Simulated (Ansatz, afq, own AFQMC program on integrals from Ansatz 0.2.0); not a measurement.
**Where AFQMC and coupled cluster stand for ZrN, quartet**

```xyz
2

Zr    0.0000    0.0000    0.0000
N     0.0000    0.0000    1.7713
```

Basis def2-SVP with its core potentials. Only valence electrons are correlated. Ansatz 0.2.0 and our own AFQMC program on the same integrals; the CISD trial comes from CCSD amplitudes, and released means the phaseless constraint is let go. Uncertainties: one standard error, sampling alone. No spin–orbit coupling. The metal's outer-core s and p shells are frozen, which shifts wave-function levels against functionals.

Determinant: UHF, the one that the program's search chose, which needn't be the lowest solution. The geometry is a point of a scan.

No full CI on the walks' own integrals is used here; CCSDT(Q) serves as the reference and is uncertain by about the last step of the cluster series.

Cautions: no spin-orbit coupling; outer-core shells of the metal frozen; lower spins were not checked; higher spins were not checked; (T) is large, 6 % of the CCSD correlation.

```
T1 diagnostic                               : 0.0372
weight of the determinant in the CISD state : 0.878
⟨S²⟩ of the determinant                     : 3.762
size of the correlated space                : 9 electrons in 40 orbitals
```

Reference: CCSDT(Q), correlation energy -6.218 eV. The released energy is read at 3.00 1/Eh, later times being too noisy (meV from the phaseless value at times in 1/Eh: -27 ± 21 at 0.60, -76 ± 23 at 1.20, -55 ± 33 at 2.00, -96 ± 36 at 3.00, -33 ± 55 at 4.20).

| level | E − E(reference) (mEh) | share of correlation (%) |
| --- | --- | --- |
| HF | 228.50 | 0.00 |
| MP2 | 20.49 | 91.03 |
| CCSD | 15.09 | 93.40 |
| CCSD(T) | 1.81 | 99.21 |
| CCSDT | 0.98 | 99.57 |
| ph-AFQMC/HF | 4.09 ± 3.22 | 98.21 |
| ph-AFQMC/CISD | 2.00 ± 0.77 | 99.13 |
| released AFQMC | -1.52 ± 1.34 | 100.67 |

A walk keeps the symmetry of its determinant, which the program's search chose and which needn't be the lowest solution, so a lower state of the same spin and another symmetry isn't excluded. Released energies are given only where the last usable release times agree within the noise; a slower fall can still hide under it.
